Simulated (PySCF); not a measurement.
**How good is the calculation?**

Structure with atom numbers: `[SH2:1]`. Hydrogens are named by the atom that carries them.

Published values to compare with: σ ³³S S1 752.0 ppm (measured; gas; T. W. Keal, PhD thesis, Durham 2005).
σ ¹H H(S1) 30.50; σ ³³S S1 739.0 ppm (CCSD(T)/aug-cc-pCV[TQ]Z extrapolated; gas (isolated, no vibration); Teale, Lutnaes, Helgaker, Tozer, Gauss, JCP 2013, 138, 024111, as tabulated in M. Glasbrenner, PhD thesis, LMU Munich (SI Table 24)).

[PySCF 2.14.0 with density-fitted response routines: σ from GIAO-PBE0/pcSseg-2; PBE0-D3(BJ)/def2-TZVP geometry; in vacuum; relativity neglected; rapidly exchanging positions averaged; single conformer]

(1) How close does the calculation come?

(2) How far are the unscaled ³³S shieldings from the references?

Answers

(1) 
Reference values: measured (gas; T. W. Keal, PhD thesis, Durham 2005).
```tsv
atoms	quantity	reference	computed
S1	σ ³³S	752.0	713.0
```

Reference values: CCSD(T)/aug-cc-pCV[TQ]Z extrapolated (gas (isolated, no vibration); Teale, Lutnaes, Helgaker, Tozer, Gauss, JCP 2013, 138, 024111, as tabulated in M. Glasbrenner, PhD thesis, LMU Munich (SI Table 24)).
```
atoms  quantity  reference  computed
H(S1)      σ ¹H      30.50     30.50
   S1     σ ³³S      739.0     713.0
```

Absolute shieldings are compared as such; zero-point and thermal motion, absent here, lowers them by some tenths of a ppm for H, a few ppm for C and up to about 10 ppm for F.

(2) Mean signed difference -32.50 ppm, mean absolute 32.50 ppm over 2 comparisons; the largest is -39.0 ppm at S1 (sulfur bonded to 2 H).

3 of the 21 published NMR values on file for this molecule are compared. The rest: values from further sources, other calculations.
